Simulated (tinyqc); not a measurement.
Inside a calculation (part 2 of 2). Method: MP2 on RHF in the sto-3g basis, for CH3-, spin multiplicity 1. The basis has no diffuse functions, so it cannot describe the extra electron: this is an exercise in the method, not the real anion. Computed by tinyqc, a small Python program that keeps every step (integrals from PySCF). Command: `OMP_NUM_THREADS=1 python tinyqc.py 23965 23966 out.jsonl` (the two numbers bound the seeds that draw the settings). One thread of a shared host (Intel(R) Xeon(R) Processor @ 2.60GHz), about 0.1 s of CPU time with the checks.

Geometry (angstrom):
```
atom        x        y       z
C      0.0000   0.0000  0.0330
H      1.0210   0.0000  0.0000
H     -0.5100   0.8840  0.0000
H     -0.5100  -0.8840  0.0000
```

## Integrals over molecular orbitals

coefficients C, order 1C 1s, 1C 2s, 1C 2px, 1C 2py, 1C 2pz, 2H 1s, 3H 1s, 4H 1s:
```
[[0.9917, -0.2130, 0.0000, 0.0000, -0.0102, -0.2467, 0.0002, 0.0000],
 [0.0390, 0.5397, 0.0000, 0.0001, 0.0474, 1.6153, -0.0018, 0.0000],
 [0.0000, -0.0001, 0.0000, 0.4627, 0.0000, 0.0011, 1.2460, 0.0000],
 [0.0000, 0.0000, 0.4627, 0.0000, 0.0000, 0.0000, 0.0000, 1.2465],
 [-0.0006, -0.0120, 0.0000, 0.0000, 0.9990, -0.0583, 0.0001, 0.0000],
 [-0.0080, 0.2664, 0.0000, 0.5679, -0.0100, -0.7834, -1.0484, 0.0000],
 [-0.0080, 0.2666, 0.4916, -0.2838, -0.0100, -0.7825, 0.5253, -0.9091],
 [-0.0080, 0.2666, -0.4916, -0.2838, -0.0100, -0.7825, 0.5253, 0.9091]]
```

core Hamiltonian H = T + V (hartree), order 1C 1s, 1C 2s, 1C 2px, 1C 2py, 1C 2pz, 2H 1s, 3H 1s, 4H 1s:
```
[[-19.3161, -4.6642, 0.0000, 0.0000, 0.0019, -1.3832, -1.3846, -1.3846],
 [-4.6642, -6.2127, 0.0000, 0.0000, 0.0184, -2.9450, -2.9467, -2.9467],
 [0.0000, 0.0000, -5.2371, 0.0000, 0.0000, -2.3307, 1.1651, 1.1651],
 [0.0000, 0.0000, 0.0000, -5.2373, 0.0000, 0.0000, -2.0196, 2.0196],
 [0.0019, 0.0184, 0.0000, 0.0000, -5.0232, 0.0802, 0.0803, 0.0803],
 [-1.3832, -2.9450, -2.3307, 0.0000, 0.0802, -4.0849, -0.9326, -0.9326],
 [-1.3846, -2.9467, 1.1651, -2.0196, 0.0803, -0.9326, -4.0860, -0.9326],
 [-1.3846, -2.9467, 1.1651, 2.0196, 0.0803, -0.9326, -0.9326, -4.0860]]
```

Given earlier and not repeated: Two-electron integrals (ij|kl) in chemists' order.

(pq|rs) = sum C_ip C_jq C_kr C_ls (ij|kl), one index at a time.

one-electron integrals over orbitals h = C^T H C (hartree):
```
[[-19.2971, 0.3724, 0.0000, 0.0000, 0.0163, 0.3954, -0.0003, 0.0000],
 [0.3724, -4.9558, 0.0000, 0.0002, -0.0087, -0.9771, 0.0009, 0.0000],
 [0.0000, 0.0000, -4.4837, 0.0000, 0.0000, 0.0000, 0.0000, -0.9784],
 [0.0000, 0.0002, 0.0000, -4.4831, 0.0000, -0.0012, -0.9783, 0.0000],
 [0.0163, -0.0087, 0.0000, 0.0000, -5.0220, 0.0280, 0.0000, 0.0000],
 [0.3954, -0.9771, 0.0000, -0.0012, 0.0280, -3.8591, -0.0004, 0.0000],
 [-0.0003, 0.0009, 0.0000, -0.9783, 0.0000, -0.0004, -4.1960, 0.0000],
 [0.0000, 0.0000, -0.9784, 0.0000, 0.0000, 0.0000, 0.0000, -4.1958]]
```

Two-electron integrals over orbitals (pq|rs), unique and non-zero (hartree):
```
(11|11) 3.4996      (21|11) -0.2844     (21|21) 0.0360      (22|11) 0.6912
(22|21) -0.0085     (22|22) 0.5015      (31|31) 0.0067      (32|31) 0.0123
(32|32) 0.1281      (33|11) 0.6074      (33|21) -0.0032     (33|22) 0.4886
(33|33) 0.5416      (41|11) -8.00e-06   (41|21) -5.39e-07   (41|22) -5.41e-06
(41|33) -0.0038     (41|41) 0.0067      (42|11) -4.71e-05   (42|21) -2.45e-06
(42|22) -7.40e-05   (42|33) -0.0670     (42|41) 0.0123      (42|42) 0.1280
(43|31) -0.0038     (43|32) -0.0670     (43|43) 0.0531      (44|11) 0.6074
(44|21) -0.0032     (44|22) 0.4885      (44|33) 0.4353      (44|41) 0.0038
(44|42) 0.0670      (44|44) 0.5416      (51|11) -0.0133     (51|21) 0.0014
(51|22) -0.0014     (51|33) -0.0005     (51|41) 1.03e-07    (51|42) 1.15e-07
(51|44) -0.0005     (51|51) 0.0221      (52|11) 0.0046      (52|21) -0.0006
(52|22) -0.0031     (52|33) -0.0013     (52|42) 3.15e-08    (52|44) -0.0013
(52|51) 0.0230      (52|52) 0.0848      (53|31) 2.42e-04    (53|32) -3.47e-04
(53|43) 0.0006      (53|53) 0.0201      (54|11) 2.27e-06    (54|21) -1.18e-07
(54|22) 6.66e-07    (54|33) 0.0006      (54|41) 2.42e-04    (54|42) -3.46e-04
(54|44) -0.0006     (54|51) 1.43e-06    (54|52) 2.04e-06    (54|54) 0.0200
(55|11) 0.8518      (55|21) -0.0095     (55|22) 0.5327      (55|33) 0.4886
(55|41) 3.73e-08    (55|42) -2.66e-05   (55|44) 0.4886      (55|51) 0.0018
(55|52) 0.0084      (55|54) 2.03e-06    (55|55) 0.6732      (61|11) -0.3245
(61|21) 0.0419      (61|22) -0.0091     (61|33) -0.0034     (61|41) 1.32e-05
(61|42) 2.07e-05    (61|44) -0.0033     (61|51) 0.0009      (61|52) -0.0014
(61|54) 3.38e-07    (61|55) -0.0083     (61|61) 0.0488      (62|11) 0.2647
(62|21) -0.0096     (62|22) 0.0657      (62|33) 0.0372      (62|41) 8.79e-06
(62|42) 2.76e-05    (62|44) 0.0372      (62|51) -0.0015     (62|52) -0.0018
(62|54) 1.71e-06    (62|55) 0.1333      (62|61) -0.0102     (62|62) 0.0777
(63|31) 0.0036      (63|32) -0.0421     (63|43) 0.0413      (63|53) 0.0009
(63|63) 0.0601      (64|11) 2.86e-04    (64|21) -6.14e-06   (64|22) 1.13e-04
(64|33) 0.0414      (64|41) 0.0036      (64|42) -0.0422     (64|44) -0.0413
(64|51) -2.63e-08   (64|52) 2.75e-06    (64|54) 0.0009      (64|55) 1.51e-04
(64|61) 6.32e-07    (64|62) 1.01e-04    (64|64) 0.0602      (65|11) -0.0056
(65|21) -4.43e-04   (65|22) -0.0050     (65|33) -0.0021     (65|41) 6.57e-07
(65|42) 4.04e-06    (65|44) -0.0021     (65|51) 0.0250      (65|52) 0.0758
(65|54) 2.53e-05    (65|55) 0.0023      (65|61) -0.0013     (65|62) -0.0053
(65|64) -1.87e-06   (65|65) 0.0761      (66|11) 0.7094      (66|21) -0.0119
(66|22) 0.4873      (66|33) 0.4792      (66|41) 2.36e-05    (66|42) 1.65e-04
(66|44) 0.4793      (66|51) -0.0028     (66|52) -0.0066     (66|54) -5.32e-07
(66|55) 0.5211      (66|61) -0.0123     (66|62) 0.0521      (66|64) 1.55e-05
(66|65) -0.0082     (66|66) 0.4953      (71|11) 2.79e-04    (71|21) -3.92e-05
(71|22) -1.21e-06   (71|33) -0.0058     (71|41) 0.0130      (71|42) 0.0209
(71|44) 0.0058      (71|51) -6.61e-07   (71|52) 1.17e-06    (71|54) 4.93e-04
(71|55) 6.56e-06    (71|61) -1.86e-05   (71|62) 2.41e-05    (71|64) 0.0068
(71|65) 2.36e-06    (71|66) 5.29e-05    (71|71) 0.0255      (72|11) -2.57e-04
(72|21) 7.43e-06    (72|22) -5.55e-05   (72|33) 0.0207      (72|41) 0.0088
(72|42) 0.0093      (72|44) -0.0207     (72|51) 1.24e-06    (72|52) 3.03e-07
(72|54) 0.0018      (72|55) -1.24e-04   (72|61) 2.45e-05    (72|62) -4.61e-05
(72|64) 0.0437      (72|65) 6.02e-06    (72|66) -1.87e-05   (72|71) 0.0159
(72|72) 0.0522      (73|31) 0.0028      (73|32) 0.0513      (73|43) -0.0231
(73|53) -0.0006     (73|63) -0.0297     (73|73) 0.0366      (74|11) 0.2399
(74|21) -0.0053     (74|22) 0.0664      (74|33) 0.0654      (74|41) -0.0028
(74|42) -0.0512     (74|44) 0.0191      (74|51) 1.12e-04    (74|52) 0.0033
(74|54) 0.0006      (74|55) 0.1167      (74|61) -0.0053     (74|62) 0.0732
(74|64) 0.0297      (74|65) -3.40e-04   (74|66) 0.0469      (74|71) -0.0054
(74|72) 0.0040      (74|74) 0.1101      (75|11) 4.77e-06    (75|21) 2.03e-07
(75|22) 2.24e-06    (75|33) -0.0019     (75|41) 0.0007      (75|42) 0.0044
(75|44) 0.0019      (75|51) -2.23e-05   (75|52) -7.06e-05   (75|54) 0.0184
(75|55) -2.58e-06   (75|61) 2.34e-06    (75|62) 6.68e-06    (75|64) -0.0010
(75|65) -4.45e-05   (75|66) 1.36e-05    (75|71) 0.0013      (75|72) 0.0016
(75|74) -0.0017     (75|75) 0.0239      (76|11) 8.17e-05    (76|21) -2.38e-06
(76|22) -2.87e-05   (76|33) -0.0580     (76|41) 0.0130      (76|42) 0.1107
(76|44) 0.0581      (76|51) 2.31e-06    (76|52) 7.63e-06    (76|54) -4.57e-04
(76|55) 1.83e-05    (76|61) 2.31e-05    (76|62) 5.24e-05    (76|64) -0.0405
(76|65) 9.81e-06    (76|66) 1.91e-04    (76|71) 0.0232      (76|72) 0.0057
(76|74) -0.0504     (76|75) 0.0039      (76|76) 0.1102      (77|11) 0.8002
(77|21) -0.0104     (77|22) 0.5176      (77|33) 0.4744      (77|41) -0.0013
(77|42) 0.0228      (77|44) 0.5378      (77|51) -2.76e-04   (77|52) 0.0015
(77|54) -0.0009     (77|55) 0.5502      (77|61) -0.0105     (77|62) 0.0751
(77|64) -0.0343     (77|65) -0.0010     (77|66) 0.5147      (77|71) -0.0032
(77|72) -0.0296     (77|74) 0.0736      (77|75) 8.63e-05    (77|76) 0.0212
(77|77) 0.5945      (81|31) 0.0130      (81|32) 0.0209      (81|43) -0.0058
(81|53) 4.93e-04    (81|63) 0.0068      (81|73) 0.0054      (81|81) 0.0255
(82|31) 0.0088      (82|32) 0.0092      (82|43) 0.0207      (82|53) 0.0018
(82|63) 0.0437      (82|73) -0.0041     (82|81) 0.0159      (82|82) 0.0522
(83|11) 0.2399      (83|21) -0.0053     (83|22) 0.0663      (83|33) 0.0192
(83|41) 0.0028      (83|42) 0.0512      (83|44) 0.0654      (83|51) 1.12e-04
(83|52) 0.0033      (83|54) -0.0006     (83|55) 0.1167      (83|61) -0.0053
(83|62) 0.0732      (83|64) -0.0296     (83|65) -3.37e-04   (83|66) 0.0471
(83|71) 0.0054      (83|72) -0.0041     (83|74) 0.0418      (83|75) 0.0017
(83|76) 0.0505      (83|77) 0.0861      (83|83) 0.1101      (84|31) 0.0028
(84|32) 0.0512      (84|43) -0.0231     (84|53) -0.0006     (84|63) -0.0296
(84|73) 0.0318      (84|81) 0.0054      (84|82) -0.0041     (84|84) 0.0365
(85|31) 0.0007      (85|32) 0.0044      (85|43) -0.0019     (85|53) 0.0184
(85|63) -0.0010     (85|73) 0.0017      (85|81) 0.0013      (85|82) 0.0016
(85|84) 0.0017      (85|85) 0.0239      (86|31) 0.0130      (86|32) 0.1107
(86|43) -0.0580     (86|53) -4.56e-04   (86|63) -0.0404     (86|73) 0.0505
(86|81) 0.0232      (86|82) 0.0057      (86|84) 0.0504      (86|85) 0.0039
(86|86) 0.1101      (87|31) 0.0012      (87|32) -0.0231     (87|43) 0.0318
(87|53) 0.0009      (87|63) 0.0345      (87|73) -0.0064     (87|81) 0.0032
(87|82) 0.0295      (87|84) -0.0064     (87|85) -9.55e-05   (87|86) -0.0214
(87|87) 0.0345      (88|11) 0.8003      (88|21) -0.0104     (88|22) 0.5176
(88|33) 0.5379      (88|41) 0.0013      (88|42) -0.0230     (88|44) 0.4743
(88|51) -2.76e-04   (88|52) 0.0015      (88|54) 0.0009      (88|55) 0.5503
(88|61) -0.0105     (88|62) 0.0752      (88|64) 0.0346      (88|65) -0.0010
(88|66) 0.5146      (88|71) 0.0032      (88|72) 0.0295      (88|74) 0.0862
(88|75) -9.12e-05   (88|76) -0.0213     (88|77) 0.5258      (88|83) 0.0735
(88|88) 0.5947
```

## Second-order Moller-Plesset energy

orbital energies (hartree): [-10.3534, -0.4295, -0.1101, -0.1099, 0.2277, 1.1707, 1.3160, 1.3167]

Hartree-Fock energy = -38.791849 hartree

E2 = sum_ijab (ia|jb) [2 (ia|jb) - (ib|ja)] / (e_i + e_j - e_a - e_b) over occupied i, j and virtual a, b; the opposite-spin part is (ia|jb)^2 / denominator, the rest is same-spin, and SCS-MP2 scales them by 6/5 and 1/3.

Terms (the 40 largest of 117):
```
i  j  a  b  (ia|jb)  (ib|ja)  denominator       term
4  4  7  7   0.1101   0.1101      -2.8518    -0.0043
3  3  8  8   0.1101   0.1101      -2.8536    -0.0042
5  5  6  6   0.0761   0.0761      -1.8861    -0.0031
3  2  8  6   0.0732   0.0437      -3.0270    -0.0025
2  3  6  8   0.0732   0.0437      -3.0270    -0.0025
4  2  7  6   0.0732   0.0437      -3.0261    -0.0025
2  4  6  7   0.0732   0.0437      -3.0261    -0.0025
2  2  6  6   0.0777   0.0777      -3.2003    -0.0019
4  4  6  6   0.0602   0.0602      -2.5612    -0.0014
3  3  6  6   0.0601   0.0601      -2.5616    -0.0014
2  2  7  7   0.0522   0.0522      -3.4909    -0.0008
2  2  8  8   0.0522   0.0522      -3.4924    -0.0008
4  3  7  8   0.0418   0.0318      -2.8527    -0.0008
3  4  8  7   0.0418   0.0318      -2.8527    -0.0008
3  3  7  7   0.0366   0.0366      -2.8522  -4.70e-04
4  4  8  8   0.0365   0.0365      -2.8532  -4.68e-04
4  4  7  6   0.0297   0.0297      -2.7065  -3.27e-04
4  4  6  7   0.0297   0.0297      -2.7065  -3.27e-04
3  3  6  7  -0.0297  -0.0297      -2.7069  -3.25e-04
3  3  7  6  -0.0297  -0.0297      -2.7069  -3.25e-04
3  4  6  8  -0.0296  -0.0296      -2.7074  -3.24e-04
4  3  8  6  -0.0296  -0.0296      -2.7074  -3.24e-04
3  4  8  6  -0.0296  -0.0296      -2.7074  -3.23e-04
4  3  6  8  -0.0296  -0.0296      -2.7074  -3.23e-04
5  5  7  7   0.0239   0.0239      -2.1767  -2.62e-04
5  5  8  8   0.0239   0.0239      -2.1781  -2.62e-04
3  4  7  8   0.0318   0.0418      -2.8527  -2.43e-04
4  3  8  7   0.0318   0.0418      -2.8527  -2.43e-04
2  4  7  6   0.0437   0.0732      -3.0261  -2.07e-04
4  2  6  7   0.0437   0.0732      -3.0261  -2.07e-04
2  3  8  6   0.0437   0.0732      -3.0270  -2.06e-04
3  2  6  8   0.0437   0.0732      -3.0270  -2.06e-04
1  1  6  6   0.0488   0.0488     -23.0483  -1.03e-04
1  1  8  8   0.0255   0.0255     -23.3403  -2.78e-05
1  1  7  7   0.0255   0.0255     -23.3389  -2.78e-05
1  2  7  7   0.0159   0.0159     -13.4149  -1.89e-05
2  1  7  7   0.0159   0.0159     -13.4149  -1.89e-05
1  2  8  8   0.0159   0.0159     -13.4163  -1.89e-05
2  1  8  8   0.0159   0.0159     -13.4163  -1.89e-05
5  2  6  6  -0.0053  -0.0053      -2.5432  -1.09e-05
```

Pair energies (hartree; pair i-j sums ij and ji):
```
pair  opposite spin  same spin
1-1       -1.59e-04          0
2-1       -9.13e-05          0
2-2         -0.0034          0
3-1       -2.04e-05  -2.28e-05
3-2         -0.0048    -0.0006
3-3         -0.0068          0
4-1       -2.04e-05  -2.28e-05
4-2         -0.0048    -0.0006
4-3         -0.0032  -7.03e-05
4-4         -0.0068          0
5-1       -7.94e-07          0
5-2       -2.53e-05          0
5-3       -5.53e-06  -4.06e-07
5-4       -5.52e-06  -4.03e-07
5-5         -0.0036          0
```

MP2 correlation energy = -0.035074 hartree

SCS-MP2 correlation energy = -0.040995 hartree

MP2 total energy = -38.826923 hartree
